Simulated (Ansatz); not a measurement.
A made-up structure of AlSiH3F, doublet:

```
6
angstrom
F -1.0180 -1.8142 1.2309
Al -0.6243 -1.0028 -0.1528
Si 0.6198 0.9993 0.1033
H -1.0906 -1.6001 -1.5345
H 1.0481 1.8410 -1.0422
H -1.0453 -1.8128 2.1405
```

It is relaxed with PBE-D4/def2-SVP and then PBE0-D4/def2-TZVP (Ansatz 0.2.0). Atoms count as bonded within 1.22 times the sum of their covalent radii (H–H: 0.88 Å). The end point is not checked to be a true minimum.

(1) Does its bonding change? (A judgement: the text doesn't fix the answer.)

Results:

(1) Computed: Yes. Formed: Si3–H6; broken: F1–H6.

Where it ends: The first stage lowers the energy by 4.90 eV in 28 steps. It ends as AlSiH₃F ([F][AlH][SiH2]):
```
6
angstrom
F -1.4744 -2.6082 0.7602
Al -0.8979 -1.5169 -0.3377
Si 0.2180 0.3842 0.5359
H -1.1095 -1.8101 -1.8715
H 0.7600 1.4707 -0.3184
H 0.3935 0.6907 1.9768
```

Labels in which every atom is bracketed show which atoms are joined, not bond orders.

For scale, one of the runs: PBE0-D4/def2-TZVP relaxation, 123 basis functions, launched by `ansatz run in.yaml --threads 2 --pin off --events-out ev --progress --plain --max-ram 4352MiB`. The run took about 16 s on 2 CPU threads of an Arm Neoverse V2 (shared host).
